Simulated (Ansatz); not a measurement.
Reaction (SMILES): C#N (CH-N) + H+ → C#[NH+]
B3LYP-D3(BJ)/def2-TZVP geometries, fixed; electronic energies without zero-point terms; positive where energy is released.
Largest species:
```xyz
4

C      0.0000     0.0000    -0.5980
N      0.0000     0.0000     0.5315
H      0.0000     0.0000    -1.6793
H      0.0000     0.0000     1.5473
```
Charge +1, spin multiplicity 1.

The proton affinity at CCSD(T) with Ansatz (an electronic-structure program), in kcal/mol, split into its Hartree-Fock and correlation parts. Cores are frozen. The proton sits at the site shown, which need not be the one that binds it best. No added dispersion term, no relativity. Functions are those of the species that has most.

```csv
basis,X,functions,Hartree-Fock,CCSD(T)
cc-pVDZ,2,38,178.69,177.13
cc-pVTZ,3,88,180.32,176.95
cc-pVQZ,4,170,180.27,176.34
```

Worked estimate of the basis-set limit from each neighbouring pair, with Hartree-Fock from the larger set and the correlation part extrapolated as X^-3.
Correlation parts: X = 2: -1.56, X = 3: -3.37, X = 4: -3.93.
- (2,3): (27·(-3.37) - 8·(-1.56))/19 = -4.13; with Hartree-Fock 180.32 the estimate is 176.19 kcal/mol.
- (3,4): (64·(-3.93) - 27·(-3.37))/37 = -4.34; with Hartree-Fock 180.27 the estimate is 175.93 kcal/mol.
The last two estimates differ by 0.26 kcal/mol; the largest set lies 0.41 from the last. Over the last step Hartree-Fock moves by -0.05 and the correlation part by -0.56.
